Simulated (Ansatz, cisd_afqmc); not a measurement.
System: NH₃, charge 0, singlet. NH3 (azane, SMILES N).
HTBH set geometry:
```
N
H 1 1.0107
H 1 1.0107 2 106.98
H 1 1.0107 2 106.98 3 -114.37
```

Total energies in aug-cc-pVDZ, 8 correlated electrons, 1 frozen orbitals. Radicals and triplets start from unrestricted determinants; spin-orbit coupling is neglected. Correlated methods leave the cores frozen. No relativity. The Monte Carlo rows (phaseless AFQMC, CISD trial, step 0.005/hartree) carry one-sigma bars that omit the constraint's bias. Outlying blocks are dropped, and bars are widened where a walk drifts. Over all cases where full CI ran beside it in this data, AFQMC minus full CI had a median of +0.1 mEh and passed +0.4 mEh in a tenth of the cases.

```json
[
 {"method": "HF", "program": "Ansatz", "energy (Eh)": "-56.20546", "minus CCSDTQ (mEh)": "220.34"},
 {"method": "MP2", "program": "Ansatz", "energy (Eh)": "-56.40468", "minus CCSDTQ (mEh)": "21.12"},
 {"method": "CCSD", "program": "Ansatz", "energy (Eh)": "-56.41969", "minus CCSDTQ (mEh)": "6.11"},
 {"method": "CCSD(T)", "program": "Ansatz", "energy (Eh)": "-56.42514", "minus CCSDTQ (mEh)": "0.66"},
 {"method": "CCSDT(Q)", "program": "Ansatz", "energy (Eh)": "-56.42583", "minus CCSDTQ (mEh)": "-0.03"},
 {"method": "CCSDTQ", "program": "Ansatz", "energy (Eh)": "-56.42580", "minus CCSDTQ (mEh)": "0.00"},
 {"method": "AFQMC/CISD", "program": "cisd_afqmc", "energy (Eh)": "-56.4257 ± 0.0001", "minus CCSDTQ (mEh)": "0.1 ± 0.1"}
]
```

Rough core times of Ansatz's runs on a shared machine: CCSD(T) under 20 s, CCSDT(Q) under 20 s, CCSDTQ 4 min.

Ansatz is a quantum-chemistry and plane-wave program.
